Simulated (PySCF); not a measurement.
# Static response to an electric field

Compound: C4H12NP.
Structure used (PBE0-D3(BJ)/def2-SVP), in Å, numbered top down from 1:
```
atom  x, y, z in Å
C1    -2.0399    0.5215    0.1157
N2    -0.9105   -0.2698   -0.3214
C3    -1.3136   -1.6225   -0.6379
P4     0.4708   -0.1904    0.7814
C5     0.9119    1.5880    0.5543
C6     1.7607   -0.9028   -0.3310
H7    -2.8184    0.5065   -0.6650
H8    -1.7510    1.5723    0.2622
H9    -2.5063    0.1597    1.0586
H10   -0.4740   -2.1949   -1.0580
H11   -2.1036   -1.5964   -1.4068
H12   -1.7134   -2.1892    0.2319
H13    1.9348    1.7368    0.9334
H14    0.8678    1.8756   -0.5083
H15    0.2488    2.2404    1.1403
H16    1.6748   -0.4947   -1.3507
H17    1.6932   -1.9996   -0.3664
H18    2.7481   -0.6497    0.0850
```

Level: CAM-B3LYP/def2-SVPD (PySCF), static field, nuclei fixed, core orbitals frozen in the response. The polarisability tensor in these axes (au):

```
x   96.27  1.83  0.72
y    1.83 88.94  5.11
z    0.72  5.11 76.39
```

Q: What are the eigenvalues, a third of the trace, and Δα (Δα² = ½Σ(αi − αj)² over the three pairs)?

A: Principal values 74.58, 90.12 and 96.90 au; mean 87.20 au = 12.92 Å³ = 14.38 × 10⁻⁴⁰ C²·m²/J; Δα = 19.82 au (23 % of the mean).

Q: What is the dipole moment, and where does it point?

A: (0.07, 0.28, -0.72) D, 0.78 D in size, pointing from the negative to the positive side. Measured along this direction, the outermost atoms are H12 and H9 at the negative end and H14 and H16 at the positive end.

Q: Give the eigenvalues of the traceless quadrupole moment Θ = ½Σq(3rr − r²1), origin at the centre of nuclear charge.

A: -7.07, 3.11, 3.97 D·Å. The values depend on the origin, since the dipole doesn't vanish. The electronic extent ⟨r²⟩ about the same centre is 828 bohr², a root-mean-square distance of 2.00 Å for the 58 electrons.

Q: In a dilute gas of rigid molecules at 298 K, how does the orientational term μ²/3kT compare with the electronic polarisability?

A: In Gaussian units μ²/3kT = 4.92 Å³ against 12.92 Å³, a ratio of 0.38; the Debye molar polarisation (4π/3)N_A(α + μ²/3kT) is 45.0 cm³/mol, leaving out the vibrational part.

Q: Directions of the eigenvectors, and the extent of the frame along each?

A: Largest value along (0.95, 0.29, 0.10), where the nuclei span 5.05 Å; middle along (-0.31, 0.90, 0.32), 4.73 Å; least along (0.00, -0.33, 0.94), 2.07 Å. The response follows the extents in order.

Q: What would n − 1 = 2πNα be for an ideal gas of these molecules at 273.15 K and 1 atm, electronic part alone?

A: N = p/kT = 2.6868 × 10¹⁹ cm⁻³, so n − 1 = 2π × N × 12.92 × 10⁻²⁴ cm³ = 2181 × 10⁻⁶ at long wavelengths, for an ideal gas.

The structure is a single PBE0-D3(BJ)/def2-SVP conformer in the gas phase; no vibrational or solvent corrections.

These values come from a run that also computed excited states and ΔSCF ions. On an Arm Neoverse V1 with one thread, no GPU, shared host with 32 logical CPUs at a one-minute load of 24, this took 75 s wall and 1.3 GiB of memory at its peak.
